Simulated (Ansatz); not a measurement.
Geometry optimisation, Ansatz, RKS PBE0-D4/def2-SVPD.

Input:

```yaml
crystal:
  periodic: [false, false, false]
  atoms:
    - { symbol: C, position_ang: [-0.683, 0.81, -0.0241] }
    - { symbol: "N", position_ang: [0.2797, 0.3772, 0.6001] }
    - { symbol: C, position_ang: [0.7465, -0.8114, 0.1224] }
    - { symbol: O, position_ang: [0.4241, -1.4465, -0.819] }
    - { symbol: H, position_ang: [-1.2048, 0.3614, -0.924] }
    - { symbol: H, position_ang: [-1.1751, 1.8255, 0.2878] }
    - { symbol: H, position_ang: [0.97629, 0.47229, 1.36647] }
basis:
  gaussian: { orbitals: def2-SVPD }
hamiltonian:
  xc: pbe0
  dispersion: d4
relax:
  f_tol: 0.02
  max_steps: 50
```

Command:

```bash
$ ansatz run input.yaml --threads 2 --pin off --max-ram 3072MiB --backend cpu --events-out ev --progress --plain --runs-dir out
```

Task: Where does it end, and by what steps?

Result: The forces met the threshold. After 33 steps the energy has fallen by 3.674 eV; C3 moved furthest, 1.36 Å. The start is strongly strained (largest force component 8 eV/Å), so its close contacts needn't be bonds. Parted: N2–C3.

```
step  energy less start (eV)  largest force component (eV/Å)  accepted
   0                  0.0000                           8.075       yes
   2                 -2.1184                           4.443       yes
   4                 -2.5476                           1.929       yes
   6                 -3.3083                           1.553       yes
   8                 -3.6300                           0.749       yes
  10                 -3.4315                           2.229        no
  12                 -3.6545                           0.334       yes
  14                 -3.6566                           0.091       yes
  16                 -3.6576                           0.102       yes
  18                 -3.6558                           0.972        no
  20                 -3.6629                           0.102       yes
  22                 -3.6638                           0.372       yes
  24                 -3.6689                           0.087       yes
  26                 -3.6696                           0.464       yes
  28                 -3.6722                           0.105       yes
  30                 -3.6735                           0.071       yes
  32                 -3.6736                           0.029       yes
  33                 -3.6737                           0.005       yes
```

```xyz
7
Properties=species:S:1:pos:R:3
C -0.687 1.058 0.086
N 0.329 0.740 0.767
C 1.164 -2.055 -0.251
O 0.282 -1.982 -0.956
H -1.059 0.357 -0.675
H -1.243 2.004 0.198
H 0.579 1.467 1.441
```

Whether the end is a true minimum wasn't checked by a vibrational analysis.

Time of the run: 43 s on 2 threads of Arm Neoverse V2, on a shared host, peak memory 0.18 GiB.
